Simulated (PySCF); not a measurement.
From one molecule to another.

First species: CH4FNOSi.
Z-matrix (Å and degrees, PBE0-D3(BJ)/def2-SVP geometry), rows numbered from 1:
```
N 
C   1  1.3518
O   2  1.2184  1  124.86
Si  2  1.9087  1  118.29  3   179.89
F   4  1.6368  2  108.41  1     1.73
H   1  1.0116  2  120.73  3   178.99
H   1  1.0148  2  119.79  3     0.78
H   4  1.4854  2  109.61  1  -116.83
H   4  1.4850  2  109.08  1   120.30
```

Second species: PF3.
Structure used (PBE0-D3(BJ)/def2-SVP), in Å, numbered top down from 1:
```
atom  x, y, z in Å
F1    -0.8266   -1.0649   -0.3780
P2     0.0177   -0.1071    0.5791
F3     1.3789   -0.1382   -0.2532
F4    -0.5321    1.2822    0.0171
```

Levels: CAM-B3LYP/def2-SVPD for dipole moment, HOMO energy, LUMO energy, HOMO–LUMO gap, static isotropic polarisability and electronic spatial extent ⟨r²⟩ about the centre of nuclear charge; TDDFT CAM-B3LYP/def2-SVPD for lowest singlet excitation. Geometries: PBE0-D3(BJ)/def2-SVP. All species are isolated and taken at one optimised geometry, non-relativistic unless stated. Electronic properties by PySCF.

The conformers computed, where there is a choice (atom-mapped SMILES and torsion angles):
- `[NH2:1][C:2](=[O:3])[SiH2:4][F:5]`: N1–C2–Si4–F5 2°, H–N1–C2–O3 179°, H–N1–C2–O3 1°

| property | column X | column Y |
| --- | --- | --- |
| dipole moment | 1.37 D | 2.39 D |
| HOMO energy | -11.04 eV | -8.90 eV |
| LUMO energy | 0.50 eV | 0.56 eV |
| HOMO–LUMO gap | 11.54 eV | 9.46 eV |
| lowest singlet excitation | 8.09 eV | 4.89 eV |
| static isotropic polarisability | 25.9 au | 50.6 au |
| electronic spatial extent ⟨r²⟩ about the centre of nuclear charge | 270 bohr² | 552 bohr² |

(1) Which column belongs to which species?

(2) How does each property change from the first species to the second?

Results:

(1) Column X is the second species and column Y the first. The first has 9 atoms and 48 electrons, the second 4 and 42.

(2) dipole moment -1.02 D; HOMO energy -2.14 eV; LUMO energy -0.06 eV; HOMO–LUMO gap +2.08 eV; lowest singlet excitation +3.20 eV; static isotropic polarisability -24.7 au; electronic spatial extent ⟨r²⟩ about the centre of nuclear charge -282 bohr².

On the first: The 10 singlets span 4.89 to 8.56 eV, and their oscillator strengths add up to 0.43. No computed singlet falls in the visible range (750 to 380 nm, 1.65 to 3.26 eV); S1 lies 1.63 eV above its blue end.

On the second: In wavenumbers S1 is 65300 cm⁻¹ (1 eV = 8065.54 cm⁻¹). The polarisability is 3.84 Å³ as a volume (1 au = 0.148185 Å³), or 0.62 au for each of the 42 electrons.
